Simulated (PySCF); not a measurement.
## Fluorine: a sound run and one with changed settings

Sound run: F [He] 2s2 2p5, F⁺ [He] 2s2 2p4. Computed with PySCF 2.14 in def2-SVP (3s2p1d, 14 functions), with no relativity, point nucleus. The sound run starts from symmetry-adapted Hartree-Fock orbitals and uses a fine grid where one is needed.

Changed run: 6 angular points. This setting is unsound on purpose.

```
species  method  sound run (hartree)  changed run (hartree)  converged
      F     UHF            -99.28405              -99.28405        yes
      F     LDA            -98.97686              -99.02594        yes
      F   B3LYP            -99.64047              -99.66928        yes
     F⁺     UHF            -98.70445              -98.70445        yes
     F⁺     LDA            -98.32500              -98.38016        yes
     F⁺   B3LYP            -98.99538              -99.02643        yes
```

Ionisation energy of F:

| method | sound run (eV) | changed run (eV) |
| --- | --- | --- |
| UHF | 15.772 | 15.772 |
| LDA | 17.738 | 17.573 |
| B3LYP | 17.554 | 17.493 |

A coarse angular grid integrates products of high-l functions wrongly, so density functionals can shift, and the SCF can exploit the error; Hartree-Fock and MP2 need no grid.

For comparison, NIST gives 17.423 eV between the lowest levels.
